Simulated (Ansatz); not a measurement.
## NaLi (lithium sodium): the energy, rung by rung

NaLi: 2 atoms, total charge 0, spin state singlet. As SMILES, `[Li][Na]`. The bond length is the measured one.

| atom | x (Å) | y (Å) | z (Å) |
| --- | --- | --- | --- |
| Li | 0.0000 | 0.0000 | 0.0000 |
| Na | 0.0000 | 0.0000 | 2.8100 |

Quantity: the energy change with the Li1–Na2 bond stretched from 2.810 to 3.513 Å, in eV. The values are calculated.

```tsv
level	kind	program	value (eV)	less FCI/STO-3G	CPU time (all runs)
SVWN5/STO-3G (restricted)	LDA	Ansatz	0.99	+0.09	1.3 s
PBE/STO-3G (restricted)	GGA	Ansatz	0.93	+0.03	1.9 s
r2SCAN/STO-3G (restricted)	meta-GGA	Ansatz	0.94	+0.04	4.7 s
B3LYP/STO-3G (restricted)	global hybrid	Ansatz	0.95	+0.05	1.6 s
PBE0/STO-3G (restricted)	global hybrid	Ansatz	0.96	+0.06	1.7 s
HSE06/STO-3G (restricted)	range-separated hybrid	Ansatz	0.96	+0.06	2.3 s
B2PLYP/STO-3G (restricted)	double hybrid	Ansatz	0.97	+0.07	2.1 s
BCCD(T)/STO-3G (restricted)	coupled cluster or CI	Ansatz	0.90	0.00	0.43 s
FCI/STO-3G	exact in the basis	Ansatz	0.90	0.00	11 s
```

FCI/STO-3G is exact within its basis and frozen core, so for wave-function methods in that basis the difference is their error; functionals converge differently with the basis, so for them it is only a difference. The first shape isn't each level's own minimum. The values span 0.90 to 0.99 eV. Minimal STO sets describe s-block atoms so badly that they can place the ion below the atom. All rows use very small basis sets, so even the best lies far from the true value. Times are those of the runs behind each value, whatever else they computed, on shared processors of several kinds: orders of magnitude only.
